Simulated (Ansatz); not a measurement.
Potential energy curve for H₆Si₂, SMILES [SiH3][SiH3]. The Si1–Si5 bond (Si1 also carries H, H, H; Si5 carries H, H, H) is varied alone, starting from the PBE0/def2-TZVP optimised geometry.

Levels: RKS-PBE = restricted PBE/cc-pVTZ in Ansatz (an electronic-structure program); RKS-CAM-B3LYP = restricted CAM-B3LYP/cc-pVTZ run with Ansatz; UKS-PBE = unrestricted PBE/cc-pVTZ (Ansatz); UKS-CAM-B3LYP = unrestricted CAM-B3LYP/cc-pVTZ in Ansatz; UCCSD(T) = CCSD(T) on UHF/cc-pVTZ, frozen core (Ansatz).

Cost and agreement with UCCSD(T) over the 21 points of the scan, with UCCSD(T) as yardstick. Costs are rough ratios of core time within Ansatz on shared cores, each with its mean field (Kohn-Sham runs search longer for lower solutions than correlated ones do); the miss is the largest difference from UCCSD(T) of the curve after the mean shift, in kcal/mol.

```
level          relative cost  largest difference
-------------  -------------  ------------------
RKS-PBE                    1                16.7
RKS-CAM-B3LYP              1                41.1
UKS-PBE                    2                 3.4
UKS-CAM-B3LYP              3                 2.8
```

Costs within a factor of two of each other count as equal.

The restricted form behind RKS-PBE, RKS-CAM-B3LYP keeps the bonding electrons paired and can't separate into open-shell fragments. The unrestricted determinant behind UKS-PBE is spin-contaminated at 4.17 to 8.11 Å (<S²> up to 1.0, against 0.00 for a pure singlet). The unrestricted determinant behind UKS-CAM-B3LYP is spin-contaminated at 3.51 to 8.11 Å (<S²> up to 1.0, against 0.00 for a pure singlet). The unrestricted determinant behind UCCSD(T) is spin-contaminated at 3.20 to 8.11 Å (<S²> up to 1.0, against 0.00 for a pure singlet).
